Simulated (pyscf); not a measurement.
H₃C–Al(CH₃)–Cl (SMILES [CH3][Al]([CH3])[Cl]) + CH₃• (SMILES [CH3]) -> H₃C–CH₃ (SMILES CC) + [H₃C–Al–Cl]• (SMILES [CH3][Al][Cl]) (substitution at C; doublet surface; Al–C broken, C–C formed). Single points on ωB97X-D3(BJ)/def2-SVP structures (PySCF, gas phase). Rate constants from transition-state theory, ωB97M-D3(BJ)/def2-TZVP energies (ideal gas, 1 atm, RRHO with modes under 100 cm⁻¹ raised to 100, one conformer, R ln 2 for chiral ones without a mode under 150 cm⁻¹; no tunnelling), k in cm³ molecule⁻¹ s⁻¹.

```csv
T (K),1000/T,log10 k
298,3.354,-40.75
600,1.667,-26.68
900,1.111,-21.87
1200,0.833,?
```

### Question
Fit an Arrhenius line to the three values, give the activation energy, and predict k at 1200 K.

### Answer
Least squares gives log10 k = -12.60 − 8.40 × 1000/T, so Ea = 8.40 × ln 10 × 1.987 = 38.4 kcal/mol, against an electronic barrier of 34.5. At 1200 K the line gives -19.60; the computed value is -19.38 (ΔG‡ = 76.8 kcal/mol), a factor 1.7 over the line, since the plot is curved. This is the saddle that the search found; another between the same sides may lie lower. The angle at the attacked C is 159°.
